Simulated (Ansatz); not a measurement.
# O2 (charge -1): composite energy at a relaxed geometry from a Python script

Wanted for O2 (charge -1): a composite energy at a relaxed geometry.

All numbers are computed with the Python package of Ansatz 0.2.0. The levels of theory stand in the script.

### Step 1. The structure

Bond lengths: O1–O2 1.300 Å.

The script holds or builds the structure itself.

### Step 2. The script

o2_composite.py

```python
import itertools

import ansatz as az
from ase.data import atomic_numbers, covalent_radii
import numpy as np

BASIS_SET = "def2-SVP"
XC = "b3lyp"
NET_CHARGE = -1


def main() -> None:
    geometry_ang = [
        ("O", (0.0, 0.0, 0.0)),
        ("O", (0.0, 0.0, 1.3)),
    ]
    o2 = az.Crystal.molecule()
    for symbol, xyz in geometry_ang:
        o2 = o2.atom(symbol, xyz)

    base = (
        o2.calculation()
        .basis(gaussian=BASIS_SET)
        .functional(XC)
        .charge(NET_CHARGE)
        .spin("collinear", total=1)
    )
    symbols = [site.symbol for site in o2.cartesian_sites]
    start = np.array([site.position_ang for site in o2.cartesian_sites], dtype=float)
    r = base.relax(force_tolerance=0.01).run(threads=1).report
    end = np.array(r["positions_ang"])
    radius = [covalent_radii[atomic_numbers[s]] for s in symbols]
    span = lambda where, i, j: np.linalg.norm(where[i] - where[j])
    bonded = [(i, j) for i, j in itertools.combinations(range(len(symbols)), 2) if min(span(start, i, j), span(end, i, j)) < 1.2 * (radius[i] + radius[j])]
    print("pair        before    after (A)")
    for i, j in bonded:
        print(f"{symbols[i]}{i}-{symbols[j]}{j}".ljust(10), f"{span(start, i, j):8.4f} {span(end, i, j):8.4f}")

    minimum = az.Crystal.molecule()
    for symbol, place in zip(symbols, end):
        minimum = minimum.atom(symbol, place.tolist())
    at_minimum = (
        minimum.calculation()
        .charge(NET_CHARGE)
        .spin("collinear", total=1)
    )
    level = lambda method, basis: at_minimum.basis(gaussian=basis).correlation(method).run(threads=1).report
    small, large, cluster = level("mp2", "cc-pVDZ"), level("mp2", "cc-pVTZ"), level("ccsd_t", "cc-pVDZ")
    corr = lambda each: (each["free_energy_ev"] - each["reference_energy_ev"]) / 27.211386246
    mp2_limit = (27 * corr(large) - 8 * corr(small)) / 19
    pieces = {"HF / cc-pVTZ": large["reference_energy_ev"] / 27.211386246, "MP2 correlation, DZ-TZ limit": mp2_limit, "CCSD(T) - MP2 / cc-pVDZ": corr(cluster) - corr(small)}
    for name, value in pieces.items():
        print(f"{name:32s} {value:14.6f} Ha")
    print(f"{'sum':32s} {sum(pieces.values()):14.6f} Ha")
    print("T1 diagnostic", round(cluster["correlation"]["coupled_cluster"]["t1_diagnostic"], 4))


if __name__ == "__main__":
    main()
```

### Step 3. The run

The run is started by

```console
python o2_composite.py
```

Log:

```text
pair        before    after (A)
O0-O1        1.3000   1.3389
HF / cc-pVTZ                        -149.629134 Ha
MP2 correlation, DZ-TZ limit          -0.512736 Ha
CCSD(T) - MP2 / cc-pVDZ               -0.014397 Ha
sum                                 -150.156266 Ha
T1 diagnostic 0.0111
```

Run time: 4.2 s. Hardware: 1 thread of Arm Neoverse V1, shared host; peak memory 0.17 GiB.

### Step 4. How the relaxation of run 0 went

Relaxation path:

| step | E - E(step 1) (eV) | largest force component (eV/Å) |
| --- | --- | --- |
| 1 | 0.0000 | 1.9534 |
| 2 | -0.0314 | 0.6873 |
| 3 | -0.0364 | 0.0580 |
| 4 | -0.0364 | 0.0001 |

Step 1 is the start.

Before: Bond lengths: O1–O2 1.300 Å.

After: Bond lengths: O1–O2 1.339 Å.

Run 0 is this relaxation; the runs after it count from 1.

### Step 5. What each run gave

From the records of these 3 runs:

| run | basis | method | energy (eV) | <S²> | iterations in all | CPU time (s) |
| --- | --- | --- | --- | --- | --- | --- |
| 1 | cc-pVDZ | mp2 | -4079.7540 | 0.76 | 45 | 0.15 |
| 2 | cc-pVTZ | mp2 | -4084.3165 | 0.77 | 34 | 0.48 |
| 3 | cc-pVDZ | ccsd_t | -4080.1458 | 0.76 | 74 | 0.63 |

### Step 6. What came out

| quantity | value |
| --- | --- |
| T1 diagnostic | 0.0111 |
| composite energy | -150.156266 Ha |
| runs compared | 3 |

All 3 runs converged, in 34 to 74 cycles. A T1 diagnostic under about 0.02 supports a single-reference treatment, as here. Run 0: The relaxation took 3 moves; the largest shift is 0.019 Å. What to keep in mind:
- The sum leaves out core correlation, relativity, the Hartree-Fock basis error and zero-point energy; a DZ-TZ extrapolation is rough.
- The run takes the species as open-shell (spin multiplicity 2), which needn't be its ground state.
- b3lyp holds the VWN-RPA fit, as in Gaussian; the form of ORCA and Turbomole is b3lyp5.
- Inner cores stay frozen, so this is valence correlation.
- Anions want diffuse functions, which this basis lacks.
